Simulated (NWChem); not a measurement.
System meant: P cation, triplet

The following NWChem deck was run.

```
start job
memory heap 200 mb stack 900 mb global 1100 mb
charge 1
geometry units angstroms noautoz
  P      0.000000     0.000000     0.000000
end
basis spherical
  * library def2-svp
end
dft
  odft
  mult 3
  xc b3lyp
  iterations 4
  mulliken
end
task dft energy
```

End of the output:

```
    Atom       Charge   Shell Charges
 -----------   ------   -------------------------------------------------------
    1 P   15     2.00   0.00  0.00  0.02 -0.02  0.02  0.96  1.02 -0.00

     -------------------------------------------
      Total Density - Lowdin Population Analysis
     -------------------------------------------

    Atom       Charge   Shell Charges
 -----------   ------   -------------------------------------------------------
    1 P   15    14.00   2.00  1.98  1.27  0.76  5.78  1.18  1.04  0.00

     ------------------------------------------
      Spin Density - Lowdin Population Analysis
     ------------------------------------------

    Atom       Charge   Shell Charges
 -----------   ------   -------------------------------------------------------
    1 P   15     2.00   0.00  0.00  0.01 -0.01  0.06  0.91  1.04 -0.00

   alpha - beta orbital overlaps
   -----------------------------

   alpha      1      2      3      4      5      6      7      8      9     10
    beta      1      2      3      5      4      6      9      8      7     10
 overlap   1.000  1.000  1.000  0.859  0.859  0.999  0.991  0.991  1.000  0.999

   alpha     11     12     13     14     15     16     17     18
    beta     18     17     13     12     11     16     15     14
 overlap   0.998  0.998  0.977  0.977  0.998  0.995  0.995  1.000

     --------------------------
     Expectation value of S2:
     --------------------------
      <S2> =      2.0028 (Exact =     2.0000)

 ------------------------------------------------------------------------
 dft energy failed                                                                                  0
 ------------------------------------------------------------------------
 ------------------------------------------------------------------------
  current input line :
    17: task dft energy
 ------------------------------------------------------------------------
 ------------------------------------------------------------------------
 This type of error is most commonly associated with calculations not reaching convergence criteria
 ------------------------------------------------------------------------
 For more information see the NWChem manual at https://nwchemgit.github.io

0:dft energy failed:Received an Error in Communication
```

Task: What is wrong, and how is it mended?

Result: Convergence was not reached. Cause: the SCF was allowed too few iterations. This input runs:
```
start job
memory heap 200 mb stack 900 mb global 1100 mb
charge 1
geometry units angstroms noautoz
  P      0.000000     0.000000     0.000000
end
basis spherical
  * library def2-svp
end
dft
  odft
  mult 3
  xc b3lyp
  iterations 150
  mulliken
end
task dft energy
```
It converges to -340.78565 Ha (B3LYP/def2-SVP, spin-unrestricted).
